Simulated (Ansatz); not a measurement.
Input for Ansatz (development build ahead of 0.2.0):

```yaml
crystal:
  periodic: [false, false, false]
  atoms:
    - { symbol: B, position_ang: [0.0, 0.0, 0.0] }
    - { symbol: "N", position_ang: [0.0, 0.0, 1.21695] }
basis:
  gaussian: { orbitals: def2-SVP }
magnetization:
  initial_magnetization: 2
hamiltonian:
  xc: hf
correlation:
  method: mp2
  frozen_orbitals: { B: 1, "N": 1 }
scf:
  omitted_lower_state_checks: [starts, atomic_configurations, cluster_reference, orbital_swaps, given_window_search, neighbouring_geometries, increment]
```

The input is written out in the form of the current development build from the run's settings. Correlation on restricted open-shell orbitals is semicanonical, with singles.

Output:

```yaml
Converged: yes
Reference_energy: -78.91276 hartree
Correlation_energy: -0.17410 hartree
Total_energy: -79.08687 hartree
Spin_squared_of_the_determinant: 2.000
Stability_test: minimum among restricted orbitals
Occupied_orbitals_by_symmetry_in_an_Abelian_subgroup_alpha;_beta: 5 A1 1 B1 1 B2; 4 A1 1 B1
```

Messages of the program:
```
mean field -2147.32564463 eV, -78.9127619304 hartree, gradient 7.6e-6 eV, S^2 2.000000; 0 other ends of a descent, 0 dependent functions left out
```

Caution: another spin multiplicity may lie lower.
